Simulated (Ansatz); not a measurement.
C2H7NO can be A, `CNCO`, or B, `CC(N)O`.

Isolated molecules relaxed with PBE0-D4/def2-TZVP in Ansatz; ΔE leaves out vibrations. CBS: MP2 limit from def2 TZ/QZ plus the TZ coupled-cluster correction, frozen cores. DFT in def2-TZVPP. B3LYP here is the variant with VWN-RPA as its local correlation; programs differ in this. One conformer a species, not always the lowest.

Q: Which isomer does CCSD(T)/CBS put lower? Give the gap. (Estimate.)

A: The calculation gave: B, by 12.2 kcal/mol.

Q: Give E(B) − E(A) in kcal/mol with CCSD/def2-TZVPP, B3LYP, LDA (SPW92), ωB97M-V, BLYP-D4, MP2/def2-TZVPP, CCSD(T)/def2-TZVPP. (Best estimate.)

A: The calculation gave: CCSD/def2-TZVPP -11.5, B3LYP -10.7, LDA (SPW92) -11.8, ωB97M-V -12.0, BLYP-D4 -10.8, MP2/def2-TZVPP -12.3, CCSD(T)/def2-TZVPP -11.7. None reverses the order clearly.

Q: Does the order hold for the free energy at 298.15 K (harmonic terms from PBE0-D4)? (Best estimate.)

A: Ansatz gave: Yes: G(B) − G(A) = -12.3 kcal/mol, for one conformer each.

Largest T1 diagnostic: 0.010.

Leaving LDA and LC-ωPBE aside and taking each functional with its dispersion term where it has one, the values, not all of them listed here, spread over 1.3 kcal/mol, from B97M-V to BLYP-D4. LDA lies −0.9 kcal/mol from PBE without D4. At CCSD(T), def2-SVP lies +1.0 kcal/mol from the extrapolated value and def2-TZVPP +0.5 kcal/mol.
